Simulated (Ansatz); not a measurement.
# S2O2: how energies converge with the basis set

The task here is to estimate one member of a computed series from the others.

Program: Ansatz 0.2.0, Gaussian basis. Level of theory: one geometry, several basis sets. These are calculated values, not measurements.

Plan: PBE0-D4/def2-SVP; ωB97M-V/def2-SVP; PBE0-D4/def2-QZVPP; ωB97M-V/def2-QZVPP; CCSD(T)/cc-pV(D+d)Z; CCSD(T)/cc-pV(T+d)Z; CCSD(T)/cc-pV(Q+d)Z; the functionals' def2-TZVPP values are taken from earlier runs.

**Structure used throughout**

An earlier PBE0-D4 in a triple-zeta def2 set relaxation fixed the geometry.

SMILES `O=S=S=O`, 4 atoms, charge 0, spin multiplicity 1.

Atoms are counted from 1 here; the program's logs count them from 0.

Bond lengths: O1–S2 1.464 Å, S2–S3 1.981 Å, S3–O4 1.464 Å. Angles: O1–S2–S3 115.4°, S2–S3–O4 115.4°.

As a file:

```mol
O2S2
  3D, bonds by distance, orders not assigned

  4  3  0  0  0  0  0  0  0  0999 V2000
    1.3079    0.0372    1.1584 O   0  0
    0.3076   -0.9221    0.6883 S   0  0
   -0.9196   -0.2499   -0.7145 S   0  0
   -0.6959    1.1349   -1.1321 O   0  0
  1  2  8  0
  2  3  8  0
  3  4  8  0
M  END
```

The first run:

in.yaml

```yaml
crystal:
  periodic: [false, false, false]
  atoms:
    - {symbol: O, position_ang: [1.307915, 0.037185, 1.158388]}
    - {symbol: S, position_ang: [0.307552, -0.922143, 0.688262]}
    - {symbol: S, position_ang: [-0.919597, -0.249901, -0.714504]}
    - {symbol: O, position_ang: [-0.695860, 1.134859, -1.132147]}
basis:
  gaussian: {orbitals: def2-SVP}
hamiltonian: {xc: pbe0, dispersion: d4}
output: {orbitals: {seedname: orbitals}}
```

Command:

```bash
ansatz run in.yaml --threads 2 --pin off --events-out ev --progress --plain --max-ram 32768MiB --backend cpu
```

Steps of the session up to this table: PBE0-D4 in def2-SVP; ωB97M-V in def2-SVP; PBE0-D4 in def2-QZVPP; ωB97M-V in def2-QZVPP.

One of the session's tables, all rows but one given; the rest of the session is left out.

It belongs to the step «Functionals by basis». 

| functional | basis | HOMO (eV) | LUMO (eV) |
| --- | --- | --- | --- |
| PBE0-D4 | def2-SVP | -7.52 | -3.67 |
| PBE0-D4 | def2-TZVPP | -7.80 | -3.73 |
| PBE0-D4 | def2-QZVPP | -7.89 | -3.80 |
| ωB97M-V | def2-SVP | -9.33 | -1.61 |
| ωB97M-V | def2-TZVPP | -9.71 | -1.69 |
| ωB97M-V | def2-QZVPP | ? | ? |

**Question.** Estimate the row for ωB97M-V, def2-QZVPP.

As computed: HOMO (eV): -9.82; LUMO (eV): -1.78. In the column «HOMO (eV)» it is the lowest.
